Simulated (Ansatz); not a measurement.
fluoromethane (SMILES CF) moved off its minimum; all values from Ansatz (an electronic-structure program), cores frozen in correlated methods.
(charge 0, multiplicity 1)
```xyz
5

C     -0.65586     0.11496     0.03226
F      0.76736    -0.08720    -0.10813
H     -0.89081    -0.03672     1.15628
H     -0.88526     1.15024    -0.22684
H     -1.21266    -0.63875    -0.51898
```

| level | largest force (eV/Å) | on atom | rms difference from CCSD(T)/aug-cc-pVTZ (eV/Å) | dipole (D) |
|---|---|---|---|---|
| HF/def2-TZVPP | 3.15 | C1 | 0.386 | 2.34 |
| PBE/def2-TZVPP | 2.63 | C1 | 0.159 | 1.93 |
| r2SCAN/def2-TZVPP | 2.69 | C1 | 0.026 | 2.00 |
| B3LYP/def2-TZVPP | 2.66 | C1 | 0.023 | 2.07 |
| wB97M-V/def2-TZVPP | 2.72 | C1 | 0.062 | 2.06 |
| MP2/aug-cc-pVTZ | 2.74 | C1 | 0.063 | 2.10 |
| CCSD(T)/aug-cc-pVTZ | 2.70 | C1 | 0.000 | 2.08 |

The differences count from one level among others, with limits of its own. Forces at CCSD(T)/aug-cc-pVTZ (eV/Å):

```csv
atom,Fx,Fy,Fz
C1,1.076,-0.304,2.461
F2,-1.726,0.156,-0.090
H3,0.389,0.267,-1.740
H4,0.031,-0.238,-0.270
H5,0.231,0.118,-0.361
```
